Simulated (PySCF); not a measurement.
**H3Si, SMILES `[SiH3]` (charge 0, multiplicity 2)**

These are r2SCAN-D4/def2-TZVP // r2SCAN-D4/def2-SVP (PySCF) values and carry that method's errors.

```
Property                                         Value
-----------------------------  -----------------------
highest occupied spin orbital                 -5.65 eV
dipole moment                                   0.05 D
total energy                              -291.2070 Ha
cost                           roughly 90 core-seconds
```

Bonds (Å): Si1–H2 1.493, Si1–H3 1.493, Si1–H4 1.493. Bond angles (°): H2–Si1–H3 111.7, H2–Si1–H4 111.7, H3–Si1–H4 111.7.
Charge 0, spin multiplicity 2.
